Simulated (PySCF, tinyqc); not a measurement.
Inside a calculation. Method: CIS and TDHF on RHF in the sto-3g basis, for HF, spin multiplicity 1. The lowest restricted solution is unstable here: a spin-polarised one lies 0.0024 hartree lower (PySCF). One step of it, computed by the program tinyqc.

Task: TDHF (RPA) triplet states. B(ia,jb) = - (ib|ja); the squared energies are the eigenvalues of (A - B)(A + B); 1 hartree = 27.211386 eV.

CIS matrix A, triplet (hartree):
```
,1>6,2>6,3>6,4>6,5>6
1>6,25.444875,0.008939,-0.010130,0.000000,0.000000
2>6,0.008939,1.131039,-0.045615,0.000000,0.000000
3>6,-0.010130,-0.045615,0.190580,0.000000,0.000000
4>6,0.000000,0.000000,0.000000,0.196552,0.000000
5>6,0.000000,0.000000,0.000000,0.000000,0.196552
```

Two-electron integrals over orbitals (pq|rs), unique and non-zero (hartree):
```
p,q,r,s,(pq|rs)
1,1,1,1,5.364462
2,1,1,1,-0.521964
2,1,2,1,0.080060
2,2,1,1,1.233525
2,2,2,1,-0.022744
2,2,2,2,0.872841
3,1,1,1,0.099438
3,1,2,1,-0.014753
3,1,2,2,0.006457
3,1,3,1,0.017333
3,2,1,1,-0.118524
3,2,2,1,0.005016
3,2,2,2,-0.045287
3,2,3,1,0.020536
3,2,3,2,0.134753
3,3,1,1,0.886686
3,3,2,1,-0.008508
3,3,2,2,0.691319
3,3,3,1,-0.002087
3,3,3,2,-0.014382
3,3,3,3,0.675850
4,1,4,1,0.029536
4,2,4,1,0.040110
4,2,4,2,0.189404
4,3,4,1,-0.006951
4,3,4,2,-0.027775
4,3,4,3,0.035308
4,4,1,1,1.264026
4,4,2,1,-0.015090
4,4,2,2,0.895152
4,4,3,1,0.002934
4,4,3,2,-0.065574
4,4,3,3,0.677828
4,4,4,4,0.997514
5,1,5,1,0.029536
5,2,5,1,0.040110
5,2,5,2,0.189404
5,3,5,1,-0.006951
5,3,5,2,-0.027775
5,3,5,3,0.035308
5,4,5,4,0.053770
5,5,1,1,1.264026
5,5,2,1,-0.015090
5,5,2,2,0.895152
5,5,3,1,0.002934
5,5,3,2,-0.065574
5,5,3,3,0.677828
5,5,4,4,0.889973
5,5,5,5,0.997514
6,1,1,1,0.105377
6,1,2,1,-0.016836
6,1,2,2,0.002698
6,1,3,1,-0.012322
6,1,3,2,-0.023212
6,1,3,3,0.005645
6,1,4,4,0.003073
6,1,5,5,0.003073
6,1,6,1,0.019831
6,2,1,1,-0.153281
6,2,2,1,0.004056
6,2,2,2,-0.084854
6,2,3,1,-0.019933
6,2,3,2,-0.076805
6,2,3,3,-0.022072
6,2,4,4,-0.083994
6,2,5,5,-0.083994
6,2,6,1,0.018926
6,2,6,2,0.091477
6,3,1,1,-0.421551
6,3,2,1,0.007061
6,3,2,2,-0.237419
6,3,3,1,0.001436
6,3,3,2,0.079871
6,3,3,3,-0.093278
6,3,4,4,-0.246432
6,3,5,5,-0.246432
6,3,6,1,-0.004771
6,3,6,2,0.036375
6,3,6,3,0.232089
6,4,4,1,-0.006905
6,4,4,2,-0.028226
6,4,4,3,-0.022282
6,4,6,4,0.029046
6,5,5,1,-0.006905
6,5,5,2,-0.028226
6,5,5,3,-0.022282
6,5,6,5,0.029046
6,6,1,1,0.838364
6,6,2,1,-0.008939
6,6,2,2,0.638858
6,6,3,1,0.010130
6,6,3,2,0.045615
6,6,3,3,0.647667
6,6,4,4,0.623248
6,6,5,5,0.623248
6,6,6,1,-0.007210
6,6,6,2,-0.053375
6,6,6,3,-0.026121
6,6,6,6,0.674083
```

Give: TDHF matrix B, triplet; squared energies w^2; TDHF energies from the positive w^2.

Result:

TDHF matrix B, triplet (hartree):
```
,1>6,2>6,3>6,4>6,5>6
1>6,-0.020,-0.019,0.005,0.000,0.000
2>6,-0.019,-0.091,-0.036,0.000,0.000
3>6,0.005,-0.036,-0.232,0.000,0.000
4>6,0.000,0.000,0.000,-0.029,0.000
5>6,0.000,0.000,0.000,0.000,-0.029
```

squared energies w^2 (hartree^2): -0.020  0.038  0.038  1.275  647.441

TDHF energies from the positive w^2 (eV): 5.290  5.290  30.726  692.390

A + B or A - B has a negative eigenvalue: the restricted solution is unstable towards a spin-polarised one, a negative w^2 means an imaginary energy, and the lowest roots have no physical meaning.
